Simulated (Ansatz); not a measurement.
# C3H9OP: the cost of one run

Computed with Ansatz 0.2.0, Gaussian basis. Level: the settings change from run to run.

**1. The relaxed structure**

An earlier PBE0-D4 in a triple-zeta def2 set relaxation fixed the geometry.

14 atoms, charge 0, spin multiplicity 1.

Atoms are counted from 1 here; the program's logs count them from 0.

Bond lengths: C1–P2 1.808 Å, C1–H6 1.091 Å, C1–H7 1.092 Å, C1–H8 1.091 Å, P2–C3 1.808 Å, P2–C4 1.808 Å, P2–O5 1.479 Å, C3–H9 1.091 Å, C3–H10 1.091 Å, C3–H11 1.092 Å, C4–H12 1.092 Å, C4–H13 1.091 Å, C4–H14 1.091 Å. Angles: P2–C1–H6 108.8°, P2–C1–H7 112.1°, P2–C1–H8 108.8°, H6–C1–H7 109.4°, H6–C1–H8 108.3°, H7–C1–H8 109.4°, C1–P2–C3 104.8°, C1–P2–C4 104.8°, C1–P2–O5 113.8°, C3–P2–C4 104.8°, C3–P2–O5 113.8°, C4–P2–O5 113.8°, P2–C3–H9 108.8°, P2–C3–H10 108.8°, P2–C3–H11 112.1°, H9–C3–H10 108.3°, H9–C3–H11 109.4°, H10–C3–H11 109.4° and more.

**2. PBE0/aug-cc-pVDZ**

This run has D3(BJ) with three-body dispersion.

in.yaml

```yaml
crystal:
  periodic: [false, false, false]
  atoms:
    - {symbol: C, position_ang: [-1.560186, 0.537903, 0.164438]}
    - {symbol: P, position_ang: [0.175805, 0.472417, -0.335207]}
    - {symbol: C, position_ang: [1.094996, 0.292275, 1.210828]}
    - {symbol: C, position_ang: [0.356821, -1.121392, -1.168630]}
    - {symbol: O, position_ang: [0.605444, 1.626970, -1.154434]}
    - {symbol: H, position_ang: [-1.726260, 1.450162, 0.740141]}
    - {symbol: H, position_ang: [-1.846665, -0.327282, 0.765603]}
    - {symbol: H, position_ang: [-2.182448, 0.578832, -0.731298]}
    - {symbol: H, position_ang: [0.971691, 1.201999, 1.801106]}
    - {symbol: H, position_ang: [2.154841, 0.174642, 0.978191]}
    - {symbol: H, position_ang: [0.754184, -0.566366, 1.792722]}
    - {symbol: H, position_ang: [0.032993, -1.952413, -0.538903]}
    - {symbol: H, position_ang: [1.405018, -1.259257, -1.439750]}
    - {symbol: H, position_ang: [-0.236226, -1.108503, -2.084797]}
basis:
  gaussian: {orbitals: aug-cc-pVDZ}
hamiltonian: {xc: {name: PBE0}, dispersion: d3bjatm}
output: {forces: true}
```

Run with:

```
$ ansatz run in.yaml --threads 4 --pin off --events-out ev --progress --plain --max-ram 10444MiB
```

What time and memory should one allow on 4 threads of Arm Neoverse V1, shared host?

About 4.9 s, with a peak of 0.68 GiB.
